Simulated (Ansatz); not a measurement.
The input, for Ansatz 0.2.0:

```yaml
crystal:
  periodic: [false, false, false]
  atoms:
    - {symbol: H, position_ang: [-2.839170, 0.000000, -0.000001]}
    - {symbol: H, position_ang: [-2.007170, 0.000000, -0.000001]}
    - {symbol: Ge, position_ang: [0.045830, 0.000000, 0.000000]}
    - {symbol: H, position_ang: [0.514498, -1.465915, 0.000000]}
    - {symbol: H, position_ang: [0.514499, 0.732957, -1.269519]}
    - {symbol: H, position_ang: [0.514498, 0.732957, 1.269520]}
basis:
  gaussian: {orbitals: cc-pVTZ}
magnetization: {spin_polarized: true, initial_magnetization: 1}
correlation: {method: ccsdt_q, electrons: outside_noble_gas}
```

```sh
$ ansatz run in.yaml --threads 2 --pin off --events-out ev --progress --plain --max-ram 16896MiB --backend cuda --devices 0, --max-vram 18GiB
```

Output:

```
1332 factors; integrals over basis functions are off by at most 2.3e-7 eV
mean field evaluation 1: about -56550.3516 eV, gradient 7.8e0 eV
mean field evaluation 2: about -56550.3544 eV, gradient 7.8e0 eV
mean field evaluation 4: about -56551.1267 eV, gradient 1.3e0 eV
mean field evaluation 8: about -56551.1404 eV, gradient 8.2e-4 eV
mean field evaluation 16: about -56551.1352 eV, gradient 1.5e-1 eV
mean field -56551.14035853 eV, -2078.2160764364 hartree, gradient 2.8e-6 eV, S^2 0.767123; 0 other end points of the search recorded, 0 dependent functions left out
14 core orbitals not correlated: weight in the atoms' cores, before any rotation towards them, 1.000 or more for the frozen orbitals, at most 0.000 for the correlated occupied ones
reference -56551.14035853 eV, -2078.2160764364 hartree; 5, 4 occupied and 94, 95 virtual orbitals, 1332 factors
second order -4.09616220 eV of doubles, -0.00000000 eV of singles
cycle   1  -4.72890012 eV  change   -6.3e-1 eV  update   6.6e-2
cycle   2  -5.11088227 eV  change   -3.8e-1 eV  update   2.9e-2
cycle   3  -5.13150993 eV  change   -2.1e-2 eV  update   9.6e-3
cycle   4  -5.13277087 eV  change   -1.3e-3 eV  update   4.4e-3
cycle   5  -5.13382212 eV  change   -1.1e-3 eV  update   1.1e-3
cycle   6  -5.13319138 eV  change    6.3e-4 eV  update   5.3e-4
cycle   7  -5.13318753 eV  change    3.8e-6 eV  update   2.0e-4
cycle   8  -5.13336905 eV  change   -1.8e-4 eV  update   9.0e-5
cycle   9  -5.13336276 eV  change    6.3e-6 eV  update   3.7e-5
cycle  10  -5.13332174 eV  change    4.1e-5 eV  update   1.4e-5
cycle  11  -5.13332457 eV  change   -2.8e-6 eV  update   5.5e-6
cycle  12  -5.13333014 eV  change   -5.6e-6 eV  update   2.5e-6
cycle  13  -5.13333234 eV  change   -2.2e-6 eV  update   8.7e-7
cycle  14  -5.13333249 eV  change   -1.6e-7 eV  update   3.9e-7
perturbative correction -0.00290633 eV, -0.0001068056 hartree
Total energy: -56556.27659735 eV, -2078.4048297315 hartree
```

Ran on 2 threads of AMD EPYC 7R13 with a shared H100 80 GB, shared host: 18 s wall, 0.87 GiB peak host memory.
